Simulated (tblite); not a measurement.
Record of a relaxation.

Compound: C4H9O2 (doublet state).
SMILES with atom numbers: `[CH3:1][O:2][C@@H:3]([CH3:4])[CH2:5][O:6]` (hydrogens: H7, H8, H9 on C1; H10 on C3; H11, H12, H13 on C4; H14, H15 on C5)

Computed with GFN2-xTB (tblite), gas phase: L-BFGS steps from a force-field or distance-geometry start until the largest atomic force falls under 0.01 eV/Å. 5 of its 73 geometries are shown.

Step 0: E = -576.2775 eV, largest atomic force 2.073 eV/Å
```
atom  x, y, z in Å  |  force x, y, z in eV/Å
C1      1.962   -0.108    0.579   -0.239  -0.222   0.314
O2      0.643   -0.639    0.737    0.155   1.165  -0.922
C3     -0.237   -0.254   -0.315   -0.395  -1.794   0.961
C4     -1.549   -1.002   -0.056   -0.269  -0.418   0.655
C5     -0.518    1.297   -0.353    0.399   0.469  -0.719
O6      0.299    1.852   -1.252   -0.712  -0.236   1.019
H7      2.336   -0.288   -0.432   -0.063   0.153   0.014
H8      1.976    0.966    0.821   -0.066  -0.204  -0.289
H9      2.620   -0.612    1.292   -0.242  -0.086  -0.011
H10     0.152   -0.631   -1.264    0.236   0.518  -0.219
H11    -1.987   -0.711    0.910    0.184   0.082  -0.333
H12    -2.287   -0.838   -0.838    0.179   0.071  -0.025
H13    -1.362   -2.085    0.026    0.092   0.411  -0.172
H14    -0.455    1.637    0.683    0.703   0.292   0.403
H15    -1.598    1.423   -0.561    0.038  -0.200  -0.676
```

Step 18: E = -576.6091 eV, largest atomic force 0.407 eV/Å
```
atom  x, y, z in Å  |  force x, y, z in eV/Å
C1      1.929   -0.119    0.510    0.120   0.041  -0.083
O2      0.610   -0.527    0.736    0.089  -0.057   0.124
C3     -0.283   -0.261   -0.287    0.027  -0.389   0.117
C4     -1.555   -1.054   -0.011   -0.031   0.029   0.011
C5     -0.502    1.336   -0.290   -0.066   0.065  -0.106
O6      0.518    1.903   -0.875   -0.196  -0.007   0.108
H7      2.256   -0.436   -0.485    0.141   0.002   0.034
H8      2.020    0.977    0.566   -0.136  -0.032  -0.160
H9      2.558   -0.562    1.285   -0.126  -0.029  -0.041
H10     0.145   -0.534   -1.273   -0.108   0.230   0.200
H11    -1.992   -0.745    0.935    0.037   0.006   0.012
H12    -2.298   -0.930   -0.797    0.152   0.056  -0.001
H13    -1.291   -2.111    0.062   -0.047   0.135  -0.006
H14    -0.658    1.674    0.765   -0.128  -0.243  -0.283
H15    -1.462    1.396   -0.863    0.271   0.193   0.074
```

Step 36: E = -576.7699 eV, largest atomic force 0.133 eV/Å
```
atom  x, y, z in Å  |  force x, y, z in eV/Å
C1      1.953   -0.153    0.421   -0.052   0.008   0.010
O2      0.667   -0.595    0.725   -0.031   0.024   0.036
C3     -0.272   -0.280   -0.249    0.054   0.015  -0.027
C4     -1.559   -1.034    0.023    0.043   0.034  -0.007
C5     -0.511    1.304   -0.228   -0.052   0.080   0.061
O6      0.610    1.968   -0.420    0.088  -0.091  -0.041
H7      2.345   -0.642   -0.479    0.029   0.044   0.022
H8      1.868    0.944    0.206    0.040   0.026  -0.050
H9      2.592   -0.339    1.281   -0.046   0.030  -0.012
H10     0.128   -0.498   -1.247    0.028  -0.071  -0.099
H11    -1.985   -0.698    0.965   -0.039  -0.060  -0.013
H12    -2.270   -0.874   -0.782   -0.007   0.012   0.042
H13    -1.333   -2.096    0.097   -0.053   0.017   0.016
H14    -1.011    1.553    0.727   -0.009  -0.077   0.068
H15    -1.226    1.447   -1.062    0.007   0.010  -0.007
```

Step 54: E = -576.7825 eV, largest atomic force 0.064 eV/Å
```
atom  x, y, z in Å  |  force x, y, z in eV/Å
C1      1.942   -0.132    0.430   -0.001  -0.011  -0.005
O2      0.665   -0.607    0.710   -0.006  -0.019  -0.006
C3     -0.273   -0.298   -0.273    0.001   0.014   0.015
C4     -1.569   -1.033    0.012    0.004   0.001   0.007
C5     -0.487    1.280   -0.221    0.001   0.064   0.007
O6      0.635    1.935   -0.465    0.007  -0.034  -0.018
H7      2.386   -0.625   -0.441    0.013  -0.021  -0.007
H8      1.831    0.959    0.166   -0.001   0.027  -0.008
H9      2.556   -0.258    1.317   -0.002  -0.001   0.017
H10     0.118   -0.537   -1.273    0.012   0.012   0.014
H11    -1.976   -0.712    0.967   -0.003  -0.001   0.007
H12    -2.294   -0.839   -0.772    0.002   0.005   0.005
H13    -1.377   -2.102    0.064    0.007  -0.011  -0.016
H14    -0.926    1.513    0.770   -0.013  -0.022  -0.026
H15    -1.236    1.465   -1.013   -0.021  -0.003   0.014
```

Step 72: E = -576.7840 eV, largest atomic force 0.009 eV/Å
```
atom  x, y, z in Å  |  force x, y, z in eV/Å
C1      1.942   -0.134    0.434    0.001  -0.001  -0.001
O2      0.661   -0.600    0.713    0.000   0.002   0.003
C3     -0.274   -0.293   -0.271    0.001   0.001   0.002
C4     -1.567   -1.036    0.009    0.001   0.003  -0.001
C5     -0.491    1.287   -0.221    0.000   0.002   0.000
O6      0.630    1.931   -0.492   -0.006  -0.007   0.000
H7      2.399   -0.658   -0.413   -0.003  -0.002  -0.007
H8      1.838    0.948    0.137   -0.005   0.005   0.002
H9      2.543   -0.235    1.334    0.000   0.000   0.003
H10     0.121   -0.524   -1.271    0.003  -0.003   0.004
H11    -1.962   -0.743    0.978    0.006  -0.004   0.002
H12    -2.303   -0.819   -0.760   -0.001   0.001   0.000
H13    -1.373   -2.106    0.025   -0.003   0.003  -0.003
H14    -0.912    1.523    0.775    0.001  -0.002  -0.002
H15    -1.258    1.466   -0.998    0.004   0.000  -0.001
```

Task: Summarise the path.

Result: The energy falls by 48.88 kJ/mol from step 0 to step 72; nine tenths of that is first reached at step 28. It falls at every step. The largest force goes from 2.073 to 0.009 eV/Å. Among the bonds C1–O2 changes most, from 1.430 to 1.392 Å; the atoms move by 0.373 Å rms after alignment.

What follows is the cost of the whole relaxation. Hardware: an Arm Neoverse V2 with one thread, on a shared host. Cost: 0.28 s of wall time.
